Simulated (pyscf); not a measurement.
Four-centre exchange: H₃C–Zn–NH₂ + hydrogen (H₂) → methane (CH₄) + H₂N–ZnH

Gas phase, singlet surface, charge 0. Bonds broken: C1–Zn2, H9–H10. Bonds formed: C1–H9, Zn2–H10. Single points on ωB97X-D3(BJ)/def2-SVP structures (PySCF, gas phase).

Transition state (Å):

```xyz
10

C     -1.5461    -0.2076    -0.4098
Zn     0.4948    -0.8712    -0.1963
N      1.4251    -2.4253    -0.2791
H     -2.0763    -0.9130     0.2529
H     -1.7709    -0.4585    -1.4606
H     -1.9852     0.7881    -0.2231
H      2.4378    -2.4173    -0.3460
H      1.0664    -3.2069    -0.8188
H     -0.2819     0.5355     0.0042
H      0.7470     0.8218     0.2606
```

One imaginary mode, 1602i cm⁻¹; descent along it reached the two sides named.

```json
[
 {"bond": "C1–Zn2", "change": "breaks", "reactant side (Å)": "1.933", "saddle": "2.157", "product side": "3.1"},
 {"bond": "H9–H10", "change": "breaks", "reactant side (Å)": "0.766", "saddle": "1.098", "product side": "3.1"},
 {"bond": "C1–H9", "change": "forms", "reactant side (Å)": "5.3", "saddle": "1.524", "product side": "1.100"},
 {"bond": "Zn2–H10", "change": "forms", "reactant side (Å)": "3.3", "saddle": "1.772", "product side": "1.530"}
]
```

Electronic energies relative to the separated reactants (kcal/mol):

```csv
level,barrier,reaction energy,reverse barrier
ωB97X-D3(BJ)/def2-TZVP,43.9,-9.5,53.4
PBE/def2-TZVP,39.8,-9.4,49.1
r²SCAN/def2-TZVP,39.8,-9.7,49.5
B3LYP-D3(BJ)/def2-TZVP,44.2,-10.3,54.5
PBE0-D3(BJ)/def2-TZVP,40.2,-10.0,50.2
M06-2X/def2-TZVP,43.6,-8.4,52.0
ωB97M-D3(BJ)/def2-TZVP,43.9,-10.8,54.6
HF/def2-TZVP,53.9,-16.3,70.2
```

With ωB97M-D3(BJ)/def2-TZVP energies and thermal terms (ideal gas, 1 atm, RRHO with modes under 100 cm⁻¹ raised to 100, one conformer, R ln 2 for chiral ones without a mode under 150 cm⁻¹), in kcal/mol:

```json
[
 {"T (K)": "298", "ΔH‡": "44.0", "ΔG‡": "52.6", "ΔH": "-8.4", "ΔG": "-9.0"},
 {"T (K)": "600", "ΔH‡": "43.2", "ΔG‡": "61.7", "ΔH": "-9.8", "ΔG": "-9.0"},
 {"T (K)": "900", "ΔH‡": "43.1", "ΔG‡": "71.0", "ΔH": "-10.8", "ΔG": "-8.4"},
 {"T (K)": "1200", "ΔH‡": "43.3", "ΔG‡": "80.3", "ΔH": "-11.6", "ΔG": "-7.4"}
]
```

At the saddle there is also a short H–Zn contact that neither side keeps. The same reactants have a lower exit, to H₃C–ZnH + NH₃ (barrier +24.9 kcal/mol at ωB97M-D3(BJ)/def2-TZVP, against +43.9 kcal/mol here). This is the saddle that the search found; another between the same sides may lie lower. Elements up to Kr have no core potential and no relativistic terms here.
